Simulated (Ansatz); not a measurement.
Cs2AgBiBr6 (Fm-3m, No. 225), treated with HSE06 in Ansatz (PAW).

Settings: plane-wave cutoff 500 eV, 4×4×4 k mesh, gaussian smearing 0.02 eV, no spin polarisation, scalar-relativistic PAW data made under PBE.

Cell (relaxed with r²SCAN):

```
CELL_PARAMETERS angstrom
      0.00000     5.67276     5.67276
      5.67276     0.00000     5.67276
      5.67276     5.67276     0.00000
ATOMIC_POSITIONS crystal
  Cs 0.75000 0.75000 0.75000
  Cs 0.25000 0.25000 0.25000
  Ag 0.50000 0.50000 0.50000
  Bi 0.00000 0.00000 0.00000
  Br 0.74818 0.25182 0.25182
  Br 0.25182 0.74818 0.74818
  Br 0.25182 0.74818 0.25182
  Br 0.74818 0.25182 0.74818
  Br 0.25182 0.25182 0.74818
  Br 0.74818 0.74818 0.25182
```

### Question
Give the computed band gap.

### Answer

- band gap = 2.14 eV (on the SCF k mesh)

Note: cell and atoms aren't relaxed at this level (largest force component 0.13 eV/Å, pressure 0.3 GPa).

Spin–orbit coupling is not included; with these elements it can move the gap by several tenths of an eV or more.

The computed numbers hold no vibrational or temperature effects.

The result took about 9 core-minutes (a rough figure).

Ansatz is a quantum-chemistry and plane-wave program.
